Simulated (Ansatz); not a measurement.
`CC(C)(F)F` → `CC(F)F` + `[CH2]` (triplet) at 298.15 K and 1 bar (formal loss of a carbene).

Program: Ansatz. Geometries: PBE0-D4/def2-TZVP. ΔE: electronic, gas phase. CBS: MP2 limit from def2 TZ/QZ plus the TZ coupled-cluster correction, frozen cores. This one scheme is used for every species. Triplets are unrestricted, without spin–orbit coupling.

```json
{"species": "`CC(C)(F)F`", "CCSD(T)/CBS energy (Eh)": "-317.36969", "H − E (kJ/mol)": "248.0", "S (J/(mol·K))": "302.2"}
{"species": "`CC(F)F`", "CCSD(T)/CBS energy (Eh)": "-278.09861", "H − E (kJ/mol)": "172.9", "S (J/(mol·K))": "281.1"}
{"species": "`[CH2]` (triplet)", "CCSD(T)/CBS energy (Eh)": "-39.09499", "H − E (kJ/mol)": "55.4", "S (J/(mol·K))": "195.3"}
```

H − E and S are ideal-gas, rigid-rotor, harmonic terms from PBE0-D4/def2-TZVP, with the whole ground term of open shells counted as degenerate. 1 Eh = 2625.50 kJ/mol, R = 8.31446 J/(mol·K).

Task: By hand: ΔE, ΔH, ΔS and ΔG.

Result: ΔE = (-278.09861) + (-39.09499) − (-317.36969) = 0.17609 Eh = 462.3 kJ/mol. Δ(H − E) = 172.9 + 55.4 − 248.0 = -19.7, so ΔH = 442.6 kJ/mol. ΔS = 281.1 + 195.3 − 302.2 = 174.2 J/(mol·K). ΔG = 442.6 − 298.15 × (174.2)/1000 = 390.7 kJ/mol.

Task: By hand: the equilibrium constant, and the temperature at which ΔG would vanish if ΔH and ΔS stayed fixed.

Result: log₁₀ K = −ΔG/(RT ln 10) = -68.4. ΔG = 0 at ΔH/ΔS = 2541 K, far beyond where these terms or the molecules hold.

The number of gas molecules changes by +1, which sets the sign of ΔS. A doubt of 5 kJ/mol in ΔE shifts log₁₀ K by 0.9 here. A triplet takes part, so the spin changes. These are equilibria of isolated gas molecules and say nothing of rates. Largest T1 diagnostic: 0.011 (customary marks: 0.02 for closed shells, 0.045 for open ones).
